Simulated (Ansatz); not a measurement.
# Sn2 substitution

Start structure (CH4ClS (charge -1), closed shell), relaxed at PBE0-D4/def2-TZVPD:

```
atom    x (Å)    y (Å)    z (Å)
 Cl1  -1.3577   0.9428   2.0751
  C2  -0.5132   0.1715   0.6572
  S3   1.0557  -1.1224  -1.9026
  H4  -0.6484   0.8042  -0.2120
  H5  -0.9563  -0.8029   0.4871
  H6   0.5391   0.0706   0.8953
  H7   1.8805  -0.0635  -2.0002
```

The step: [CH₃Cl ([CH3][Cl]) + HS]⁻ → [CH₄S ([CH3][SH]) + Cl]⁻; bonds formed: C2–S3; bonds broken: Cl1–C2. Computed with Ansatz 0.2.0 (basis: def2-TZVPPD and def2-QZVPPD); correlated methods freeze the cores. Extrapolation: Hartree–Fock as exp(−7.88 √X), correlation as X^−2.97. Energies below are by CCSD(T) at an estimated basis limit (MP2 extrapolated from triple and quadruple zeta, plus CCSD(T) − MP2 in triple zeta).

What are the electronic barrier and the energy of the step, from the start structure to the end structure? (An estimate is asked for; the value comes from the calculation.)

The calculation gives: Barrier 8.62 kcal/mol; step energy -24.04 kcal/mol (downhill); reverse barrier, their difference, 32.65 kcal/mol. Barrier and step energy count from the start structure, the reverse barrier from the end structure.

The saddle point: One imaginary mode of 414i cm⁻¹.
```json
{"pair": "C2–S3", "start (Å)": "3.27", "saddle (Å)": "2.53", "end (Å)": "1.81"}
{"pair": "Cl1–C2", "start (Å)": "1.82", "saddle (Å)": "2.19", "end (Å)": "3.63"}
```

Zero-point energy (harmonic, PBE0-D4): ZPE is 27.82 kcal/mol at the start and 27.77 kcal/mol at the saddle, so the barrier goes from 8.62 to 8.56 kcal/mol.

The T1 diagnostic stays at or below 0.018.

Labels in which every atom is bracketed show which atoms are joined, not bond orders.

For scale, one of the runs: CCSD(T)/def2-TZVPPD, 207 basis functions, launched by `ansatz run in.yaml --threads 2 --pin off --events-out ev --progress --plain --max-ram 4352MiB`. Time: 63 s of wall clock on 2 CPU threads of an Intel Xeon Platinum 8259CL; the host was shared. Peak host memory: 2.6 GiB.
